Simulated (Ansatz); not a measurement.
Ansatz (a quantum-chemistry and plane-wave program) input:

Ansatz 0.2 input:
```yaml
crystal:
  periodic: [false, false, false]
  atoms:
    - {symbol: Na, position_ang: [-0.82626809, -0.74822978, -0.82788087]}
    - {symbol: Cl, position_ang: [0.88804882, 0.73647362, 0.85708821]}
basis:
  gaussian:
    orbitals: def2-TZVP
hamiltonian:
  xc: b3lyp
  dispersion: d3bj
total_charge: 1
magnetization: {spin_polarized: true, initial_magnetization: 1}
relax: {f_tol: 0.002, max_steps: 150}
```

What final total energy does it print?

-622.27330 Eh (B3LYP-D3(BJ)/def2-TZVP). The basis has 69 functions.
